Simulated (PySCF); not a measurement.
Reaction (SMILES): O=C (CH2-O) → [CH-]=O + H+
B3LYP-D3(BJ)/def2-TZVP geometries, fixed; electronic energies without zero-point terms.
Largest species:
```xyz
4

O     -0.0009    -0.0102     0.6728
C      0.0007     0.0079    -0.5259
H     -0.0027     0.9554    -1.0993
H      0.0057    -0.9218    -1.1276
```
Charge 0, spin multiplicity 1.

How fast the deprotonation energy converges with the basis for several methods (PySCF): deviation from each method's own reference, in kcal/mol. References: HF 409.37 kcal/mol, the value in aug-cc-pVQZ; M06-2X 401.63 kcal/mol, the value in aug-cc-pVQZ; PBE 397.48 kcal/mol, the value in aug-cc-pVQZ. All functions are spherical. Density fitting with generated auxiliary sets. No added dispersion term, no relativity. 

```
basis            functions     HF  M06-2X    PBE
---------------  ---------  -----  ------  -----
6-311G**                48   9.22       ?  16.27
6-311+G**               56  -0.78       ?   1.67
aug-pcseg-1             64  -1.75       ?  -2.11
def2-TZVP               74   2.79       ?   7.31
cc-pVTZ                 88   6.34       ?  12.04
jun-cc-pV(T+d)Z        106  -0.11       ?   0.71
def2-TZVPPD            111   1.11       ?   3.47
aug-pcseg-2            138   0.05       ?  -0.55
```

Question: What belongs in the gaps?

Answer: 
- 6-311G**, M06-2X: 11.68
- 6-311+G**, M06-2X: 0.36
- aug-pcseg-1, M06-2X: -2.57
- def2-TZVP, M06-2X: 4.21
- cc-pVTZ, M06-2X: 7.77
- jun-cc-pV(T+d)Z, M06-2X: -0.06
- def2-TZVPPD, M06-2X: 2.03
- aug-pcseg-2, M06-2X: -0.19

Mean absolute deviation over 6-311G**, 6-311+G**, def2-TZVP, cc-pVTZ, jun-cc-pV(T+d)Z, def2-TZVPPD, aug-pcseg-2: HF 2.91, M06-2X 3.76, PBE 6.00 kcal/mol.
